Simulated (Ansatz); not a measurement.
The first iterations of a band of C3H7N (11 atoms, charge 0, multiplicity 1).

The calculation used RKS B3LYP-D4/STO-3G (Ansatz).

| Quantity | Value |
| --- | --- |
| movable images | 5 |
| climbing image | yes |
| spring | 5.0 eV/Å² |
| optimiser | quadratic models (default) |
| start path | IDPP |
| force threshold | 0.05 eV/Å |
| iteration limit | 60 |
| end points | relaxed |

First end point:

```xyz
11
Properties=species:S:1:pos:R:3
C -0.349 1.436 -0.140
C 0.071 0.157 -0.117
C -0.184 -0.796 1.062
N 0.914 -0.417 -1.157
H -0.152 2.090 -0.993
H -0.893 1.866 0.703
H -0.748 -1.685 0.733
H 0.772 -1.142 1.489
H -0.760 -0.287 1.848
H 0.789 0.125 -2.051
H 0.606 -1.405 -1.356
```

Last end point:

```xyz
11
Properties=species:S:1:pos:R:3
C -0.858 1.085 -0.534
C 0.034 0.168 -0.116
C -0.223 -0.787 1.061
N 1.380 0.068 -0.662
H -0.646 1.752 -1.374
H -1.822 1.204 -0.035
H -1.221 -0.610 1.487
H -0.163 -1.839 0.733
H 0.533 -0.636 1.850
H 1.401 0.484 -1.629
H 1.650 -0.945 -0.761
```

| iteration | highest image above the first end (eV) | largest band force component (eV/Å) |
| --- | --- | --- |
| 1 | 0.109 | 0.711 |
| 2 | 0.052 | 0.265 |

Task: Does the band converge within its limit, and where does its top end?

Result: It converged. It ended after 5 iterations with the highest image 0.050 eV above the first end. A vibrational analysis at the climbing image gives one clearly imaginary mode, 147i cm⁻¹: a first-order saddle point. Limits of this set-up: minimal basis.

Run time: 73 s on 1 thread of Arm Neoverse N1, with other jobs on the host, peak memory 0.092 GiB.
